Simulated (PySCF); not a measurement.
# Electron affinity of C by level of theory

C⁻ [He] 2s2 2p3 (4S) → C [He] 2s2 2p2 (3P), as a difference of total energies. Computed with PySCF 2.14 in aug-cc-pVDZ, with no relativity, point nucleus. Correlated levels: valence: 1s2 frozen. The calculations carry no spin-orbit coupling.

```json
{"method": "UHF", "electron affinity (eV)": "0.468", "error (eV)": "-0.794"}
{"method": "MP2 (valence)", "electron affinity (eV)": "1.187", "error (eV)": "-0.075"}
{"method": "SCS-MP2 (valence)", "electron affinity (eV)": "0.921", "error (eV)": "-0.341"}
{"method": "CCSD (valence)", "electron affinity (eV)": "1.096", "error (eV)": "-0.166"}
{"method": "CCSD(T) (valence)", "electron affinity (eV)": "1.143", "error (eV)": "-0.119"}
{"method": "CCSDT (valence)", "electron affinity (eV)": "1.152", "error (eV)": "-0.110"}
```

Reference: 1.262 eV (measured; photodetachment measurements, as compiled on the Wikipedia data page of electron affinities).

Errors of the correlated levels include the incompleteness of this basis and the frozen core.
